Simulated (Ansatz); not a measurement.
Kohn–Sham single points on `FC1CCC1`.

```yaml
crystal:
  periodic: [false, false, false]
  atoms:
    - {symbol: F, position_ang: [-1.873717, 0.343478, 0.782354]}
    - {symbol: C, position_ang: [-0.950629, -0.466928, 0.139838]}
    - {symbol: C, position_ang: [0.387361, -0.468415, 0.884571]}
    - {symbol: C, position_ang: [0.894057, 0.622435, -0.083375]}
    - {symbol: C, position_ang: [-0.283621, 0.277502, -1.020237]}
    - {symbol: H, position_ang: [-1.445924, -1.420089, -0.058945]}
    - {symbol: H, position_ang: [0.331817, -0.231384, 1.947391]}
    - {symbol: H, position_ang: [0.912973, -1.416982, 0.757427]}
    - {symbol: H, position_ang: [1.900517, 0.502766, -0.484771]}
    - {symbol: H, position_ang: [0.803368, 1.622936, 0.340364]}
    - {symbol: H, position_ang: [-0.863338, 1.097243, -1.445451]}
    - {symbol: H, position_ang: [0.005136, -0.407761, -1.819766]}
basis:
  gaussian: {orbitals: def2-TZVPP}
hamiltonian: {xc: {name: wB97M-V}}
output: {forces: true, orbitals: {seedname: orbitals}}
```

```sh
$ ansatz run in.yaml --threads 4 --pin off --events-out ev --progress --plain
```

Output, abridged:

```
Functional definition: wB97M-V
1289 factors; their error is unknown
330 factors; integrals over basis functions are off by at most 7.0e-6 eV
mean field evaluation 1: about -6973.6302 eV, gradient 4.6e1 eV
mean field evaluation 2: about -6975.4089 eV, gradient 3.7e1 eV
mean field evaluation 4: about -6978.2666 eV, gradient 8.4e-1 eV
mean field evaluation 8: about -6978.2422 eV, gradient 1.2e-1 eV
mean field evaluation 16: about -6978.2422 eV, gradient 6.0e-5 eV
mean field -6978.24222770 eV, -256.4456718456 hartree, gradient 6.0e-5 eV, S^2 0.000000; 0 other end points of the search recorded, 0 dependent functions left out
reference -6978.24227206 eV, -256.4456734757 hartree; 20, 20 occupied and 233, 233 virtual orbitals, 1289 factors
Total energy: -6978.24227206 eV, -256.4456734757 hartree
Atom 0 at    -1.873717     0.343478     0.782354 Å, force    -0.139456     0.169238     0.115397 eV/Å
Atom 1 at    -0.950629    -0.466928     0.139838 Å, force     0.003641    -0.310288    -0.122790 eV/Å
Atom 2 at     0.387361    -0.468415     0.884571 Å, force     0.081789    -0.136708     0.201471 eV/Å
Atom 3 at     0.894057     0.622435    -0.083375 Å, force     0.193530     0.180055     0.002337 eV/Å
Atom 4 at    -0.283621     0.277502    -1.020237 Å, force    -0.074738     0.037300    -0.242883 eV/Å
Atom 5 at    -1.445924    -1.420089    -0.058945 Å, force     0.052623     0.089479     0.016503 eV/Å
Atom 6 at     0.331817    -0.231384     1.947391 Å, force    -0.008403    -0.009893    -0.087074 eV/Å
Atom 7 at     0.912973    -1.416982     0.757427 Å, force    -0.042678     0.072889     0.001167 eV/Å
Atom 8 at     1.900517     0.502766    -0.484771 Å, force    -0.085230     0.003311     0.031320 eV/Å
Atom 9 at     0.803368     1.622936     0.340364 Å, force    -0.000904    -0.079554    -0.030835 eV/Å
Atom 10 at    -0.863338     1.097243    -1.445451 Å, force     0.039115    -0.062717     0.047821 eV/Å
Atom 11 at     0.005136    -0.407761    -1.819766 Å, force    -0.019289     0.046888     0.067565 eV/Å
Dipole moment:     0.287034    -0.176833    -0.170357 e Å
```

It took 7 s on 4 threads of a server CPU on a shared host, with 0.89 GiB of host memory at the peak.

With the line `hamiltonian: {xc: pbe0, dispersion: d4}` and no forces (abridged; 2.2 s):

```
Functional definition: PBE0
mean field evaluation 16: about -6973.3674 eV, gradient 8.9e-5 eV
mean field -6973.36736149 eV, -256.2665238167 hartree, gradient 8.5e-6 eV, S^2 0.000000
Total energy: -6973.53841770 eV, -256.2728100164 hartree
```
